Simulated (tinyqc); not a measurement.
Inside a calculation (part 2 of 2). Method: CCSD on RHF in the sto-6g basis, frozen core, for H2O, spin multiplicity 1. Computed by tinyqc, a small Python program that keeps every step (integrals from PySCF). Command: `OMP_NUM_THREADS=1 python tinyqc.py 31310 31311 out.jsonl` (the two numbers bound the seeds that draw the settings). One thread of a shared host (Intel(R) Xeon(R) Processor @ 2.60GHz), about 0.3 s of CPU time with the checks.

Geometry (angstrom):
```
atom         x          y         z
O     0.000000   0.000000  0.000000
H     0.000000   0.746000  0.487000
H     0.000000  -0.746000  0.487000
```

## CCSD: convergence

E_corr = 1/4 sum <ij||ab> t_ij^ab + 1/2 sum <ij||ab> t_i^a t_j^b; stop when the norm of the change is below 1e-8.

Course of the amplitude iterations:
```
update  correlation energy (hartree)  norm of the change
0                        -0.02963580                   -
1                        -0.03729391            5.62e-02
2                        -0.03956239            1.95e-02
3                        -0.04075228            7.56e-03
4                        -0.04074904            1.01e-03
5                        -0.04075181            1.82e-04
6                        -0.04075180            1.71e-05
7                        -0.04075181            6.51e-06
8                        -0.04075182            5.93e-07
9                        -0.04075182            1.34e-07
10                       -0.04075181            4.58e-08
11                       -0.04075181            1.45e-08
12                       -0.04075181            2.57e-09
```

Converged amplitudes (spin orbitals 1a, 1b, ...; amplitudes related by a flip of all spins are not repeated):
```
from      to          t
3a 3b  7a 7b  -0.066464
3a 3b  6a 6b  -0.040818
3a 4b  6b 7a   0.034573
4a 4b  7a 7b  -0.034484
4a 4b  6a 6b  -0.034180
2a 2b  6a 6b  -0.032065
2a 3b  6a 7b  -0.031349
2a 4b  6a 6b  -0.031277
3a 4b  6a 7b  -0.027537
5a 5b  6a 6b  -0.026656
2a 3b  6b 7a   0.019213
2a 2b  7a 7b  -0.015608
2a 3a  6a 7a  -0.012136
4a        6a  -0.010846
5a 5b  7a 7b  -0.009845
3a 4a  6a 7a   0.007035
2a 4b  7a 7b   0.004289
3a        7a  -0.003219
2a        6a  -0.001848
```

CCSD total energy = -75.69367689 hartree

T1 diagnostic, norm of the one-spin t1 over sqrt(correlated electrons) = 0.004053

Converged in 12 updates, with DIIS from the third.
